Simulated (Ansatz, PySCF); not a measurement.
Another site gives an ion 63293.49 eV lower (`O=C[SeH]`) at the level PBE-D3(BJ)/def2-TZVP // TPSSh-D3(BJ)/def2-TZVP (PySCF).

Cartesian coordinates (Å):
```xyz
5

O     -0.6337     1.1814    -0.1023
C     -0.4219     0.0046     0.0035
O      0.7995    -0.5618     0.0497
H     -1.1897    -0.7761     0.0763
H      1.4528     0.1570    -0.0182
```
Charge 0, spin multiplicity 1.

Calculation: frozen-core CCSD(T)/cc-pVTZ // TPSSh-D3(BJ)/def2-TZVP (Ansatz, a program for electronic structure).

```yaml
HF energy: -188.84059 Ha
MP2 correlation energy: -0.63046 Ha
```

Q: Estimate the CCSD correlation energy, the (T) correction, the total energy and the T1 diagnostic.

A: 
| Quantity | Value |
|---|---|
| CCSD correlation energy | -0.63496 Ha |
| (T) correction | -0.02632 Ha |
| CCSD(T) total energy | -189.50187 Ha |
| T1 diagnostic | 0.016 |
